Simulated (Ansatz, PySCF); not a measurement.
This PySCF input computes a r2SCAN/def2-TZVPD energy:

```python
from pyscf import gto, scf, dft

mol = gto.M(
    atom='''
    S    -0.00038430    0.06460608    1.20995392
    C    -0.01176275    1.24412037   -0.01506326
    C     0.01116422   -1.18106965    0.00141441
    C    -0.00756658    0.77512242   -1.28174505
    C     0.00599658   -0.65931411   -1.25883384
    H     0.02101523   -2.21737551    0.29765714
    H    -0.01341843    1.37646877   -2.17796095
    H     0.01156330   -1.26594470   -2.15359243
    ''',
    basis='def2-tzvpd',
    charge=0,
    spin=1,
    verbose=4,
)

mf = dft.UKS(mol, xc='r2scan').density_fit(auxbasis='def2-universal-jkfit')
mf.grids.level = 4
mf.conv_tol = 1e-9
mf.max_cycle = 100
mf.max_memory = 1500
mf.kernel()
if not mf.converged:
    mf = mf.newton()
    mf.kernel(mf.make_rdm1())
for _ in range(2):
    mo, _, stable, _ = mf.stability(return_status=True)
    if stable:
        break
    mf.kernel(mf.make_rdm1(mo, mf.mo_occ))
mf.analyze()
```

Problem. Write an input for the same energy in Ansatz (a first-principles code) and say what it gives.

Solution. 
Ansatz 0.2 input:
```yaml
crystal:
  periodic: [false, false, false]
  atoms:
    - {symbol: S, position_ang: [-0.00038430, 0.06460608, 1.20995392]}
    - {symbol: C, position_ang: [-0.01176275, 1.24412037, -0.01506326]}
    - {symbol: C, position_ang: [0.01116422, -1.18106965, 0.00141441]}
    - {symbol: C, position_ang: [-0.00756658, 0.77512242, -1.28174505]}
    - {symbol: C, position_ang: [0.00599658, -0.65931411, -1.25883384]}
    - {symbol: H, position_ang: [0.02101523, -2.21737551, 0.29765714]}
    - {symbol: H, position_ang: [-0.01341843, 1.37646877, -2.17796095]}
    - {symbol: H, position_ang: [0.01156330, -1.26594470, -2.15359243]}
basis:
  gaussian:
    orbitals: def2-TZVPD
hamiltonian:
  xc: {name: r2SCAN}
magnetization: {spin_polarized: true, initial_magnetization: 1}
output: {forces: true}
```
It gives -552.27240 Eh, and PySCF -552.27246 Eh, a difference of 0.06 mEh, from the treatment of integrals and grids.

It need not be the lowest isomer of its formula.
